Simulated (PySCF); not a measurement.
Species: C4H5FN (doublet state).
Z-matrix (Å and degrees, GFN2-xTB geometry), rows numbered from 1:
```
F 
C   1  1.3499
C   2  1.4733  1  116.90
C   3  1.5327  2  111.18  1    72.86
C   4  1.4497  3  120.99  2   -84.33
N   5  1.2536  4   66.81  3  -103.55
H   2  1.0762  1  112.57  3   154.13
H   3  1.0904  2  109.39  1  -166.30
H   3  1.0934  2  109.88  1   -46.49
H   4  1.0847  3  114.92  2    70.94
H   5  1.0627  4  148.54  6   178.83
```

The hyperfine couplings belong to this conformer and change with its torsions.

As a line formula: `F[CH]C[C@@H]1C=N1` [radical].

Computed, not measured: UKS B3LYP, pcH-1 on C F H N, non-relativistic, mean-field spin-orbit, GIAO in PySCF. The structure is a single GFN2-xTB conformer in the gas phase; no vibrational or solvent corrections. The geometry wasn't refined by DFT: couplings that depend on bond lengths, twists or pyramidal angles can differ widely from those at the functional's own minimum. No stability test was run, so a lower SCF solution isn't excluded.

Principal values of hyperfine tensors in MHz (contact and dipolar terms together), for some of the nuclei:

```
atom  isotope       A1      A2      A3
  F1      19F  -104.82  -67.27  652.60
  C4      13C    94.24   94.64  110.15
  H7       1H   -85.75  -50.32   -8.07
  H9       1H    40.55   41.46   56.40
  C3      13C   -25.09  -24.03  -18.90
  H8       1H     8.13    9.50   24.57
  C5      13C    -3.84   -2.58   -1.88
 H10       1H    -5.92   -3.79    4.68
```

Question: Split each tensor into its isotropic and traceless parts, and turn a_iso into mT with g = 2.0037.

Answer: a_iso is a third of the trace, T = A − a_iso, and a(mT) = a(MHz)/(g × 13.996).

```json
{"atom": "F1", "a_iso (MHz)": "160.17", "a_iso (mT)": "5.711", "T1": "-264.99", "T2": "-227.44", "T3": "492.43"}
{"atom": "C4", "a_iso (MHz)": "99.68", "a_iso (mT)": "3.554", "T1": "-5.43", "T2": "-5.03", "T3": "10.47"}
{"atom": "H7", "a_iso (MHz)": "-48.05", "a_iso (mT)": "-1.713", "T1": "-37.70", "T2": "-2.27", "T3": "39.98"}
{"atom": "H9", "a_iso (MHz)": "46.13", "a_iso (mT)": "1.645", "T1": "-5.59", "T2": "-4.68", "T3": "10.26"}
{"atom": "C3", "a_iso (MHz)": "-22.67", "a_iso (mT)": "-0.808", "T1": "-2.41", "T2": "-1.36", "T3": "3.77"}
{"atom": "H8", "a_iso (MHz)": "14.07", "a_iso (mT)": "0.502", "T1": "-5.93", "T2": "-4.57", "T3": "10.50"}
{"atom": "C5", "a_iso (MHz)": "-2.77", "a_iso (mT)": "-0.099", "T1": "-1.07", "T2": "0.18", "T3": "0.89"}
{"atom": "H10", "a_iso (MHz)": "-1.67", "a_iso (mT)": "-0.060", "T1": "-4.24", "T2": "-2.11", "T3": "6.36"}
```

Question: What spin density at the nucleus of H7 lies behind its contact coupling (g_N = 5.58569)?

Answer: a_FC = 800.24 MHz bohr³ × g_N × ρ(0)/(2S). With a_FC = -48.05 MHz and 2S = 1, ρ(0) = -0.01075 bohr⁻³. In magnitude that is 3.4 % of the 1/π = 0.318 of a free hydrogen atom.

Question: C2 (13C, g_N = 1.40482) isn't in the table. Its spin density at the nucleus is 0.1531 bohr⁻³. What is its contact coupling?

Answer: By the same relation, a_FC = 172.1 MHz. Its full tensor has the principal values 87.60, 90.29, 338.31 MHz.

Question: Name the largest traceless tensor T of the table and describe it.

Answer: F1: -265.0, -227.4, 492.4 MHz, nearly axial, close to the ratio −1:−1:+2.

Question: What first-order splitting does C4 cause when the field lies along A1, A2 or A3 of its tensor (g taken as isotropic, no quadrupole term)?

Answer: 2 lines (I = 1/2), spaced by |A_i|/(g × 13.996): 3.36, 3.37, 3.93 mT along the axes of A1, A2 and A3.

The run took 32 s (with the writing of density and orbital grids) on one thread of an Arm Neoverse V1, on a shared host, and the process peaked at 0.77 GiB of memory.
